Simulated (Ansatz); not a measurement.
Basis-set extrapolation for CF3, SMILES `F[C](F)F` radical (PBE0-D4/def2-TZVP geometry, frozen core, Ansatz 0.2.0). Multiplicity 2, UHF reference.

```csv
,def2-TZVPP,def2-QZVPP
HF,-336.284336,-336.299055
MP2 correlation,-0.870785,-0.952585
CCSD(T) correlation,-0.903080,not run
```

Energies in hartree. Use E(X) = E(∞) + A·exp(−7.88·√X) for Hartree–Fock and E(X) = E(∞) + B·X^(−2.97) for correlation, with X = 3 and 4, and add CCSD(T) minus MP2 of the smaller set to the MP2 limit.

**Question.** What is the CCSD(T) energy at the basis-set limit?

**Answer.** HF limit: -336.299055 + (-0.014719) × 0.13774 = -336.30108. MP2 limit: -0.952585 + (-0.081800) × 0.74074 = -1.01318. Higher-order term: -0.903080 − (-0.870785) = -0.03229. Total: -337.34655 hartree, 417.8 kJ/mol below CCSD(T)/def2-TZVPP.
